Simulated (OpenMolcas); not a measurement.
# A ladder of methods for AlNH3 (SMILES [NH2][AlH])

The species is AlNH3 (5 atoms), meant as a doublet with charge 0. SMILES: `[NH2][AlH]`. Geometry: relaxed at PBE0-D4/def2-TZVP. This is one conformer, not always the lowest.

```
atom    x (Å)    y (Å)    z (Å)
   N  -0.1166  -0.6608   0.1751
  Al   0.8366   0.8339   0.1208
   H   0.1485  -1.5053   0.6555
   H  -1.0103  -0.7828  -0.2774
   H   0.1918   2.0414  -0.7154
```

Each level gives the energy change with the Al2–H5 bond stretched from 1.604 to 2.887 Å (eV). The values are calculated.

```json
{"level": "USVWN5/cc-pVTZ", "kind": "LDA", "program": "OpenMolcas", "value (eV)": "1.79"}
{"level": "U-revPBE/cc-pVTZ", "kind": "GGA", "program": "OpenMolcas", "value (eV)": "?"}
{"level": "UBLYP/cc-pVTZ", "kind": "GGA", "program": "OpenMolcas", "value (eV)": "?"}
{"level": "UPBE/cc-pVTZ", "kind": "GGA", "program": "OpenMolcas", "value (eV)": "1.76"}
{"level": "U-r2SCAN/cc-pVTZ", "kind": "meta-GGA", "program": "OpenMolcas", "value (eV)": "1.86"}
{"level": "UB3LYP/cc-pVTZ", "kind": "global hybrid", "program": "OpenMolcas", "value (eV)": "1.78"}
{"level": "UBHLYP/cc-pVTZ", "kind": "global hybrid", "program": "OpenMolcas", "value (eV)": "1.86"}
{"level": "UPBE0/cc-pVTZ", "kind": "global hybrid", "program": "OpenMolcas", "value (eV)": "1.85"}
```

(1) Estimate what the levels marked ? give.

Results:

(1) As computed at these levels: U-revPBE/cc-pVTZ: 1.77 eV; UBLYP/cc-pVTZ: 1.67 eV. The first shape isn't each level's own minimum. The values span 1.67 to 1.86 eV.
